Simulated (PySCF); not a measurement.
Which is lower?

The two ends of one reaction step of SiH6S, closed shell (PBE0-D4/def2-TZVP).

A:

```json
{"atom": "Si1", "x (Å)": "-0.8711", "y (Å)": "-0.5497", "z (Å)": "0.1960"}
{"atom": "S2", "x (Å)": "0.5854", "y (Å)": "0.1987", "z (Å)": "1.5711"}
{"atom": "H3", "x (Å)": "-0.2325", "y (Å)": "-1.0853", "z (Å)": "-1.0321"}
{"atom": "H4", "x (Å)": "-1.7166", "y (Å)": "0.6210", "z (Å)": "-0.1375"}
{"atom": "H5", "x (Å)": "-1.7018", "y (Å)": "-1.6162", "z (Å)": "0.8099"}
{"atom": "H6", "x (Å)": "1.3917", "y (Å)": "1.6157", "z (Å)": "-1.1897"}
{"atom": "H7", "x (Å)": "1.3138", "y (Å)": "1.7771", "z (Å)": "-1.9151"}
{"atom": "H8", "x (Å)": "1.2374", "y (Å)": "-0.9701", "z (Å)": "1.6897"}
```

B:

```json
{"atom": "Si1", "x (Å)": "-0.9199", "y (Å)": "-0.4630", "z (Å)": "-0.9403"}
{"atom": "S2", "x (Å)": "1.0607", "y (Å)": "1.0494", "z (Å)": "1.8683"}
{"atom": "H3", "x (Å)": "-1.6532", "y (Å)": "-1.1013", "z (Å)": "-2.0662"}
{"atom": "H4", "x (Å)": "-1.5220", "y (Å)": "0.8626", "z (Å)": "-0.6573"}
{"atom": "H5", "x (Å)": "-1.0165", "y (Å)": "-1.3364", "z (Å)": "0.2550"}
{"atom": "H6", "x (Å)": "1.9112", "y (Å)": "1.4448", "z (Å)": "0.9088"}
{"atom": "H7", "x (Å)": "0.5033", "y (Å)": "-0.3010", "z (Å)": "-1.3317"}
{"atom": "H8", "x (Å)": "1.6415", "y (Å)": "-0.1561", "z (Å)": "1.9621"}
```

Program: PySCF 2.14 with density fitting (its default auxiliary sets; JK sets also for MP2 and CCSD(T)). Basis: def2-TZVPP. Cores are frozen in the correlated methods. B3LYP uses VWN-RPA correlation.

Task: Which structure is lower at CCSD(T), and by how much? (To be estimated.)

Result: The calculation gives: A, by 6.06 kcal/mol (electronic energy, against the other). By their contacts, A is a complex of SiH₄S ([SiH3][SH]) + H₂ and B is a complex of SiH₄ + H₂S.

All methods give the same order:

| method | E(B) − E(A) (kcal/mol) |
| --- | --- |
| SPW92 | 6.66 |
| PBE-D4 | 8.02 |
| r2SCAN-D4 | 8.11 |
| PBE0-D4 | 7.50 |
| B3LYP-D4 | 6.45 |
| BHLYP-D4 | 5.79 |
| wB97M-V | 6.68 |
| HF | 3.51 |
| MP2 | 8.19 |
| CCSD | 5.23 |
| CCSD(T) | 6.06 |

No T1 diagnostic of these runs exceeds 0.011.

Labels in which every atom is bracketed show which atoms are joined, not bond orders.

For scale, one of the runs: CCSD(T)/def2-TZVPP, 168 basis functions, launched by `OMP_NUM_THREADS=4 python run.py`. Time: 86 s of wall clock on 4 CPU threads of an Arm Neoverse V2; the host was shared. Peak host memory: 1.1 GiB.
